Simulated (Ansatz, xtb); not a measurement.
**Ranking isomers of C3H7NOS**

3 gas-phase structures of C3H7NOS, from a drawn sample of its isomers (lower ones may exist). Each was relaxed with GFN2-xTB; where two conformers were screened, the lower at r2SCAN-D4/def2-SVP is listed:

A. `COCC(N)=S`, a singlet
B. `C[C@H](S)C(N)=O`, a singlet
C. `N[C@H]1C[S@@](=O)C1`, a singlet

Problem. Make a reasoned guess at their ranking by r2SCAN-D4/def2-SVP single-point energy.

Solution. Calculated order at r2SCAN-D4/def2-SVP: B (0.0), A (20.9), C (65.1) kcal/mol.

Energies above the lowest of each column, in kcal/mol; the last columns are at PBE-D3(BJ)/def2-SVP geometries and were run for some of them only (a dash: not run or not comparable):

| structure | GFN2-xTB | HF/STO-3G | r2SCAN-D4/def2-SVP | PBE-D3(BJ)/def2-SVP | CCSD(T)/def2-SVP + ΔMP2/def2-TZVPP |
| --- | --- | --- | --- | --- | --- |
| B | 0.0 | 0.0 | 0.0 | 0.0 | 0.0 |
| A | 13.3 | 15.5 | 20.9 | 22.3 | 22.5 |
| C | 26.9 | 99.1 | 65.1 | – | – |

Every level run on B puts it lowest or level with the lowest. Some further structures that were screened fall inside this span and aren't listed. Flexible structures stand in one conformer each, not always the lowest. Frequencies (GFN2-xTB) were run for A, B alone. ΔMP2 is the change of the MP2 energy from the smaller to the larger basis.

Programs: Ansatz 0.2.0, xtb 6.7.1.
